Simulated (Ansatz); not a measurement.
**Basis or method: atomization of HPSi**

HPSi, singlet; coordinates (Å): Si 0.000 -0.010 1.077; P 0.000 -0.033 -0.968; H 0.000 1.275 -0.250. Quantity: atomization.

Ansatz 0.2.0, basis 6-31G or cc-pVDZ; geometries are PBE0/def2-TZVP minima. Wave-function levels freeze the cores; HF, MP2 and coupled cluster are restricted for singlets and unrestricted otherwise, atoms included (their steps beyond CCSDT(Q) come from restricted open-shell runs), Kohn–Sham unrestricted where that lies lower. The reference is CCSDTQ or full CI (coupled cluster only where its series has nearly closed). Semilocal and hybrid functionals correlate all electrons outside any core potential and usually lie nearer their basis limit than the reference, so part of their error here is the reference's basis and frozen-core error; RPA and the MP2 part of double hybrids freeze the same cores as the reference. None of these values is a measured one. Energies are electronic, without zero-point terms. No spin–orbit coupling and no scalar relativity. The species are chosen: bound, without strong static correlation by their natural occupations or amplitudes, in their lowest spin state as far as vertical gaps and like structures tell, and with a ladder that closes on the reference, so errors are smaller than for species at large; levels whose determinant breaks symmetry or spin markedly are left out.

```
    level  6-31G (kcal/mol)  cc-pVDZ (kcal/mol)
reference   100.7 (full CI)      143.3 (CCSDTQ)
       HF              41.4                85.2
      MP2              95.0               142.1
  CCSD(T)              99.9               142.6
      PBE             139.2               168.3
   r2SCAN             131.7               162.4
    B3LYP             130.9               162.2
  wB97M-V             134.0               171.0
```

From 6-31G to cc-pVDZ the reference moves by 42.6 kcal/mol and PBE by 29.1; the step from CCSD(T) to the reference is 0.7 in the first and 0.7 in the last.
